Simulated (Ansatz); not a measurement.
Worked example: ideal-gas entropy of C2H6O (dimethyl ether)

A singlet with charge 0, relaxed at PBE0-D4/def2-TZVP (Ansatz 0.2.0):

```xyz
9

C    -0.4132    0.8727   -0.6453
O     0.5634   -0.1278   -0.5960
C     0.4790   -0.8876    0.5757
H    -1.4277    0.4490   -0.6182
H    -0.2831    1.4171   -1.5810
H    -0.3129    1.5771    0.1932
H    -0.4935   -1.3940    0.6599
H     1.2669   -1.6405    0.5401
H     0.6210   -0.2660    1.4716
```

Harmonic wavenumbers in cm⁻¹: 213, 248, 413, 977, 1134, 1163, 1194, 1226, 1271, 1454, 1475, 1484, 1484, 1491, 1510, 2977, 2989, 3028, 3034, 3134, 3136.

Masses in u: C 12.011, O 15.999, H 1.008. Take T = 298.15 K, p = 1 bar, R = 8.3145 J/(mol K), kT/hc = 207.22 cm⁻¹, rigid rotor and harmonic oscillator.

**Question.** Work out S° at 298 K.

**Answer.** 
1. Translation (Sackur–Tetrode): S = R[3/2 ln M + 5/2 ln T − 1.1517] with M = 46.069 gives 156.6 J/(mol K).
2. Rotation: principal moments 12.799, 49.682, 56.083 u Å² give A, B, C = 1.3171, 0.3393, 0.3006 cm⁻¹; the symmetry number is σ = 2; q = (√π/σ)√((kT/hc)³/ABC) = 7213; S = R(ln q + 3/2) = 86.3.
3. Vibration: with u = ν̃/207.22, each mode gives R[u/(eᵘ − 1) − ln(1 − e⁻ᵘ)]; the sum is 21.2, most from 213 cm⁻¹ (8.4), 248 cm⁻¹ (7.3), 413 cm⁻¹ (3.8).
4. Electronic: R ln 1 = 0.0, from the spin multiplicity alone.
5. Sum: 156.6 + 86.3 + 21.2 + 0.0 = 264.1 J/(mol K).

No measured value is set beside it here. Where a soft mode is a torsion, a harmonic oscillator describes it poorly.
